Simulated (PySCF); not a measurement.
The isolated species tetramethylammonium (`C[N+](C)(C)C`) is ionised with Mg Kα (hν = 1253.6 eV). Calculated photoelectron kinetic energies of its computed core levels, recoil neglected:

```
line  kinetic energy (eV)
   1               956.48
   2               840.26
```

The calculation used PySCF, delta-SCF UKS SCAN, pcX-2 on the ionised atom, pcseg-1 elsewhere, spin-free X2C.

Question: Convert to binding energies and name the level and atom behind each line. Numbering: `[CH3:1][N+:2]([CH3:3])([CH3:4])[CH3:5]`.

Answer: Against the vacuum level, binding energy = hν − kinetic energy.

```
line  binding energy (eV)  level        atoms        environment
   1               297.12   C 1s  C1/C3/C4/C5    N-methyl carbon
   2               413.34   N 1s           N2  ammonium nitrogen
```

Question: Where does line 1 move with hν = 1000.0 eV?

Answer: To 1000.0 − 297.12 = 702.88 eV; every photoline shifts by the change in photon energy, -253.6 eV.

Question: Express the binding energy of N 1s of N2 (atom 2) in atomic units and per mole.

Answer: 413.34 eV = 15.1900 Eh = 39881 kJ/mol.

Other core shells, valence and Auger electrons aren't listed. The first atom of each set that the bonding makes equivalent was ionised and stands for the set. The species carries charge +1, so core ionisation leaves charge +2. Geometry: PBE0-D3(BJ)/def2-SVP; no solvent, vibrations or thermal averaging.
